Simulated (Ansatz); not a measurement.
# CH₂LiS radical: functionals against CCSD(T) at one geometry

One table from this session's results is given with a row withheld; the runs are named, their logs left out.

Program: Ansatz 0.2.0, Gaussian basis. Level of theory: single points in def2-TZVPP. These are calculated values, not measurements.

Cores are frozen in the correlated methods. The outer core shell of Li, Na, Mg and K is correlated. Orbitals are unrestricted.

### The system as given

SMILES `[Li][CH]S`, 5 atoms, charge 0, spin multiplicity 2.

Atoms are counted from 1 here; the program's logs count them from 0.

Bond lengths: Li1–C2 1.888 Å, C2–S3 1.778 Å, C2–H4 1.124 Å, S3–H5 1.411 Å. Angles: Li1–C2–S3 107.2°, Li1–C2–H4 145.3°, S3–C2–H4 106.9°, C2–S3–H5 101.5°.

Geometry (Å):

```xyz
5
charge 0, multiplicity 2
Li   -1.7462   -1.3477   -0.3495
C    -0.3164   -0.3480    0.3709
S     0.3129    0.6850   -0.9328
H     0.3740   -0.2244    1.2488
H     1.4070    1.3062   -0.2947
```

The first run:

Input file run/in.yaml:

```yaml
crystal:
  periodic: [false, false, false]
  atoms:
    - {symbol: Li, position_ang: [-1.746200, -1.347700, -0.349500]}
    - {symbol: C, position_ang: [-0.316400, -0.348000, 0.370900]}
    - {symbol: S, position_ang: [0.312900, 0.685000, -0.932800]}
    - {symbol: H, position_ang: [0.374000, -0.224400, 1.248800]}
    - {symbol: H, position_ang: [1.407000, 1.306200, -0.294700]}
basis:
  gaussian: {orbitals: def2-TZVPP}
magnetization: {spin_polarized: true, initial_magnetization: 1}
correlation: {method: ccsd_t}
scf: {omitted_lower_state_checks: [cluster_reference]}
output: {forces: true}
```

No record of the launch command was kept for these runs.

Among the steps run: CCSD(T)/def2-TZVPP; PBE0-D4/def2-TZVPP; wB97M-V/def2-TZVPP; r2SCAN-D4/def2-TZVPP; PBE-D4/def2-TZVPP; B97M-V/def2-TZVPP; HSE06-D4/def2-TZVPP.

One of the session's tables, all rows but one given; the rest of the session is left out.

```
   method  RMS force component (eV/Å)  angle to CCSD(T) forces (°)  dipole (D)
  CCSD(T)                       0.694                    reference        5.27
  PBE0-D4                       0.682                         11.9        5.15
  wB97M-V                       0.723                          8.3        5.11
r2SCAN-D4                       0.652                          7.6        5.25
   PBE-D4                       0.529                         13.1        4.91
   B97M-V                           ?                            ?           ?
 HSE06-D4                       0.677                         11.9        5.15
```

**Question.** Estimate the row for B97M-V.

**Answer.** RMS force component (eV/Å): 0.715; angle to CCSD(T) forces (°): 10.1; dipole (D): 5.17. In the column «RMS force component (eV/Å)» it lies between CCSD(T) (0.694) and wB97M-V (0.723).
